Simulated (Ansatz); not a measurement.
## Scan of HB–BH, singlet

Starting geometry (PBE0/def2-TZVP stationary point for this spin, not checked as a minimum):

```json
{"atom": "B", "x (Å)": "0.0000", "y (Å)": "0.0000", "z (Å)": "0.7625"}
{"atom": "B", "x (Å)": "0.0000", "y (Å)": "0.0000", "z (Å)": "-0.7625"}
{"atom": "H", "x (Å)": "0.0000", "y (Å)": "0.0000", "z (Å)": "1.9383"}
{"atom": "H", "x (Å)": "0.0000", "y (Å)": "0.0000", "z (Å)": "-1.9383"}
```

From there B2, H4 move together along the line of the two atoms named below, all else staying in place; atoms are numbered as listed. Energies are in eV, counted from the starting geometry at the same level.

Basis cc-pVDZ; Ansatz 0.2.0. Correlated methods freeze the noble-gas cores. Prefix R: restricted or restricted open-shell reference. Active spaces: valence = (8e, 10o) chosen from the atoms' valence shells.

The determinant at some points fills πx and πy unequally, so it is a mixture of Σ and Δ, which weighs on every level built on one determinant. Runs in a small pair space aren't shown, since their orbitals change along the scan.

Full CI is exact within this basis and frozen core; it isn't the basis-set limit.

```csv
distance B1-B2 (Å),full CI,unpaired electrons (full CI),error RCCSD,error RCCSD(T),error BCCD(T),error RCCSDTQ,error NEVPT2 (valence space),error MRCISD (valence space)
1.402,0.471,2.03,-0.005,0.006,0.006,0.000*,0.006,0.001
1.525,0.000,2.04,0.000,0.000,0.000,0.000*,0.000,0.000
1.696,0.249,2.05,0.015,-0.011,-0.010,0.001*,-0.009,-0.001
2.124,2.418,2.12,0.097,-0.047,-0.042,0.006*,-0.023,0.001
2.817,4.555,0.73,-0.171,-0.134,-0.132,-0.002,0.066,0.005
4.194,3.838,0.24,-0.249,-0.165,-0.164,-0.002,0.038,-0.025
```

An asterisk marks runs whose energy the program itself flagged as in doubt.

Unpaired electrons are Σ n²(2−n)² over natural occupations. Errors are those of relative energies. In total energy the starting point itself misses full CI by: RCCSD 0.351, RCCSD(T) 0.191, BCCD(T) 0.191, RCCSDTQ 0.002, NEVPT2 (valence space) 0.679, MRCISD (valence space) 0.119 eV.

Spread of the error over the points with a reference, to 4.194 Å (largest less smallest): RCCSDTQ 0.008, MRCISD (valence space) 0.030, NEVPT2 (valence space) 0.088, BCCD(T) 0.171, RCCSD(T) 0.172, RCCSD 0.345 eV.
